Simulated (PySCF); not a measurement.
**Ethenylcyclopropane in a uniform electric field**

Species: ethenylcyclopropane, C₅H₈.
Structure used (GFN2-xTB), in Å, numbered top down from 1:
```
atom  x, y, z in Å
C1     2.2468   -0.1495   -0.1725
C2     1.0159   -0.3128    0.2835
C3    -0.1831    0.2564   -0.3459
C4    -1.3307    0.7087    0.5207
C5    -1.4758   -0.5186   -0.3152
H6     2.4496    0.4291   -1.0587
H7     3.0998   -0.5850    0.3181
H8     0.8389   -0.8982    1.1768
H9     0.0164    0.8379   -1.2381
H10   -1.8644    1.6009    0.2311
H11   -1.2322    0.5889    1.5892
H12   -2.1091   -0.4801   -1.1882
H13   -1.4764   -1.4772    0.1814
```

Level: PBE0/def2-SVPD (PySCF); nuclei fixed, core orbitals frozen in the response. Permanent dipole (-0.577, 0.085, -0.027) D (1 au = 2.5417 D). Static polarisability (au):

```
x   79.09 -0.83 -3.86
y   -0.83 50.28 -0.41
z   -3.86 -0.41 51.20
```

Only the terms in μ and α are kept: μ(F) = μ + αF and ΔE = −μ·F − ½ F·αF.

Problem. A field of 0.005 au (0.257 V/Å) is applied along each axis in both senses. Find the induced dipole, the size of the total dipole and the two energy terms.

Solution. 
| field along | induced x (D) | induced y (D) | induced z (D) | total size (D) | −μ·F (kJ/mol) | −½F·αF (kJ/mol) |
| --- | --- | --- | --- | --- | --- | --- |
| +x | 1.005 | -0.011 | -0.049 | 0.441 | +2.980 | -2.596 |
| −x | -1.005 | 0.011 | 0.049 | 1.585 | -2.980 | -2.596 |
| +y | -0.011 | 0.639 | -0.005 | 0.933 | -0.439 | -1.650 |
| −y | 0.011 | -0.639 | 0.005 | 0.793 | +0.439 | -1.650 |
| +z | -0.049 | -0.005 | 0.651 | 0.887 | +0.139 | -1.680 |
| −z | 0.049 | 0.005 | -0.651 | 0.864 | -0.139 | -1.680 |

Problem. For the field (-0.0050, -0.0030, -0.0050) au, what is the induced dipole, and what angle does it make with the field?

Solution. αF = (-0.950, -0.368, -0.599) D, at 12.9° to the field. The polarisability along this direction, F·αF/F², is 58.98 au, against a mean of 60.19 au.

Problem. Which field along μ doubles the dipole in that direction (linear response)?

Solution. The polarisability along the dipole is 78.31 au, so F = 0.2297 au / 78.31 au = 0.0029 au = 0.15 V/Å; higher-order terms are ignored.

Problem. What field makes μF equal to kT at 200 K?

Solution. kT = 0.6334 × 10⁻³ Eh, so F = 0.00276 au = 14.2 MV/cm.

Problem. Induction energy −ᾱe²/2R⁴ of a unit charge at 20 Å, the molecule taken as a point?

Solution. R = 37.79 bohr, so the energy is −60.2/(2 × 37.79⁴) Eh = -0.0387 kJ/mol. The charge–dipole term at its most favourable orientation, −μe/R², is -0.422 kJ/mol.

Geometry: GFN2-xTB, one conformer, isolated molecule.
